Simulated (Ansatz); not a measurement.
`N=C(F)Cl` + `C=N` → `C=NC(=N)F` + HCl  (substitution at a C–Cl bond)

Gas-phase electronic energies from Ansatz, PBE0-D4/def2-TZVP geometries. CCSD(T)/CBS adds triple-zeta CCSD(T) − MP2 to the extrapolated MP2 energy (def2 sets, frozen cores). This one scheme is used for every species. Functionals use def2-TZVPP. One conformer a species, not always the lowest.

```
    species  revPBE-D4 energy (Eh)
 `N=C(F)Cl`             -653.45530
      `C=N`              -94.64886
`C=NC(=N)F`             -287.37953
        HCl             -460.73668
```

(1) Work out ΔE.

(2) What do rigid-rotor, harmonic-oscillator terms from PBE0-D4/def2-TZVP frequencies (298.15 K, 1 bar) make of the CCSD(T)/CBS value? (Best estimate.)

Largest T1 diagnostic among the species: 0.014.

Results:

(1) ΔE = (-287.37953) + (-460.73668) − (-653.45530) − (-94.64886) = -0.01205 Eh = -31.6 kJ/mol. CCSD(T)/CBS gives -40.6 kJ/mol.

(2) Ansatz gave: ΔZPE = -6.2 kJ/mol, ΔH = -45.5 kJ/mol, ΔS = -22 J/(mol·K), ΔG = -38.9 kJ/mol.

In def2-TZVPP, CCSD(T) changes the Hartree–Fock value by +8.8 kJ/mol (the triples alone add +1.2 kJ/mol) and MP2 by +11.7 kJ/mol. At CCSD(T), def2-SVP lies −9.8 kJ/mol from the extrapolated value and def2-TZVPP −1.0 kJ/mol.
